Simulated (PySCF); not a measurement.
hydrogen peroxide cation (H2O2), SMILES OO (connectivity only; charge and spin as stated), charge +1, multiplicity 2. Atoms are numbered in the order given.

```xyz
4

O      0.1575    -0.6348     0.0000
O     -0.1575     0.6348     0.0000
H     -0.7197    -1.1115     0.0000
H      0.7197     1.1115     0.0000
```
Charge +1, spin multiplicity 2.

Geometry: B3LYP-D3(BJ)/def2-TZVP. The spin state was assumed, not searched.

These are PBE0/pcH-1 run with PySCF values and carry that method's errors.

Unrestricted Kohn–Sham, ⟨S²⟩ = 0.754. Hyperfine tensors hold the contact and dipolar terms, without spin-orbit corrections.

Estimate the hyperfine couplings. (Estimate from the structure and the level; the computed values follow.)


```csv
nucleus,A(iso) (MHz),A(iso) (G),dipolar principal values (MHz)
17O no. 1,-50.1,-17.9,"-189.5, 92.3, 97.2"
17O no. 2,-50.1,-17.9,"-189.5, 92.3, 97.2"
1H no. 3,-41.5,-14.8,"-35.5, -18.7, 54.2"
1H no. 4,-41.5,-14.8,"-35.5, -18.7, 54.2"
```

And the g tensor (effective nuclear charges for spin-orbit coupling, GIAO)? (The exact figures need the calculation; the answer reports its results.)

principal values 2.0020, 2.0072, 2.0154; isotropic 2.0082.
